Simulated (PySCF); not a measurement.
Compound: C3H7N.
Atom-mapped SMILES: `[CH3:1][N:2]1[CH2:3][CH2:4]1` (hydrogens: H5, H6, H7 on C1; H8, H9 on C3; H10, H11 on C4)

A GFN2-xTB structure was refined with PBE0-D3(BJ)/def2-SVP geometry optimisation, gas phase in PySCF. Its GFN2-xTB values:

| coordinate | GFN2-xTB |
| --- | --- |
| C1–N2 | 1.441 Å |
| C1–H5 | 1.090 Å |
| C1–H6 | 1.100 Å |
| N2–C3 | 1.440 Å |
| C3–C4 | 1.479 Å |
| C3–H8 | 1.086 Å |
| C4–H11 | 1.081 Å |
| C1–N2–C3 | 117.9° |
| N2–C1–H5 | 108.6° |
| N2–C1–H6 | 113.3° |
| N2–C3–H8 | 118.8° |
| C3–N2–C4 | 61.8° |
| C4–C3–H8 | 117.9° |
| C4–C3–H9 | 119.8° |
| H5–C1–H6 | 108.8° |

Question: How do these coordinates change at the PBE0-D3(BJ)/def2-SVP level?

Answer: 
```
coordinate  PBE0-D3(BJ)/def2-SVP (Å or °)  change
    C4–H11                          1.096  +0.015
     C3–H8                          1.099  +0.013
     C1–H6                          1.112  +0.012
     C1–H5                          1.101  +0.011
     C3–C4                          1.485  +0.006
     C1–N2                          1.439  -0.002
     N2–C3                          1.440   0.000
  C4–C3–H8                          116.7    -1.2
  C4–C3–H9                          120.9    +1.1
  N2–C1–H5                          109.7    +1.1
  H5–C1–H6                          107.9    -0.9
  N2–C3–H8                          118.1    -0.7
  C1–N2–C3                          117.5    -0.4
  C3–N2–C4                           62.1    +0.3
  N2–C1–H6                          113.5    +0.2
```

The energy falls by 0.61 kcal/mol over 3 energy and gradient evaluations, the largest force component goes from 0.0098 to 4.1e-04 Eh/bohr, and the atoms move by 0.019 Å rms after alignment. Among the bonds, C3–H9 and C4–H11 change most and about equally (+0.015 Å). Bonds longer at the end by more than 0.005 Å: 8 of 11; shorter: 0. Rotational constants go from 16990, 7249, 6148 to 16789, 7251, 6144 MHz.

The run used 91 basis functions and 18 SCF cycles in all.

Not checked by PBE0-D3(BJ)/def2-SVP frequencies.
